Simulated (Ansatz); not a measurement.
Species, as SMILES: C=O (CH2-O).
Atoms: O1, C2, H3, H4. Bonds: O1-C2, C2-H3, C2-H4.

How fast the highest harmonic wavenumber converges with the basis for several methods (Ansatz, a quantum-chemistry and plane-wave program): deviation from each method's own reference, in cm⁻¹. References: B3LYP 2944 cm⁻¹, the value in aug-pcseg-2; HF 3165 cm⁻¹, the value in aug-pcseg-2; PBE 2842 cm⁻¹, the value in aug-pcseg-2. Cartesian d functions, on some or all atoms, in 6-31G*, 6-31G**; all else is spherical. No added dispersion term, no relativity. Each level at its own minimum, unscaled; the references are large sets that could be run, not limits.

```tsv
basis	functions	B3LYP	HF	PBE
3-21G	22	12	68	-7
def2-SV(P)	32	-19	51	-31
6-31G*	34	24	67	15
6-31G**	40	11	30	7
6-311+G**	56	-3	3	1
def2-SVPD	59	11	23	13
aug-pcseg-1	64	6	24	8
aug-cc-pVDZ	64	15	19	17
cc-pVTZ	88	-13	-12	-16
def2-TZVPP	90	-5	-8	-5
def2-TZVPD	95	-3	-9	-2
aug-cc-pVTZ	138	-5	-10	-5
```

Mean absolute deviation over 6-311+G**, cc-pVTZ, def2-TZVPP, def2-TZVPD, aug-cc-pVTZ: B3LYP 6, PBE 6, HF 9 cm⁻¹.
